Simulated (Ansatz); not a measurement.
**Pd, triplet: from triple and quadruple zeta to the limit**

A free Pd atom.

Ansatz 0.2.0, UHF determinant, valence electrons correlated, core potentials past Kr. Energies in eV.

```tsv
set	X	functions	Hartree–Fock	MP2 correlation	CCSD(T) correlation	time
def2-TZVPP	3	56	-3456.7731	-8.5003	-8.3700	7 s on 1 × NVIDIA H100 80GB HBM3 with 1 thread of AMD EPYC 7R13 Processor (Zen 3), on a shared host
def2-QZVPP	4	88	-3456.8074	-9.2867	-9.1468	8.5 s on 1 × NVIDIA H100 80GB HBM3 with 1 thread of AMD EPYC 7R13 Processor (Zen 3), on a shared host
```

Hartree–Fock is taken to follow E(X) = E∞ + A·exp(−7.88·√X), correlation E(X) = E∞ + B·X^−2.97.

Cautions: no spin-orbit coupling; outer-core shells of the metal frozen; another spin lies lower.

Problem. Work out the CCSD(T) energy at the limit, and how far the shortcut misses it that extrapolates MP2 and adds CCSD(T) minus MP2 from the smaller set.

Solution. Hartree–Fock: E∞ = E4 + 0.1377·(E4 − E3) = -3456.8122. Correlation: E∞ = E4 + 0.7407·(E4 − E3) = -9.7222 for CCSD(T) and -9.8693 for MP2. The limit is -3466.5343 eV, 0.580 eV below def2-QZVPP. The shortcut gives a correlation energy of -9.8693 + (0.1303) = -9.7390, 17 meV lower than the direct value.

The exponents were fitted on light atoms, and def2 sets of heavy atoms don't grow evenly, so the limit is rough here.
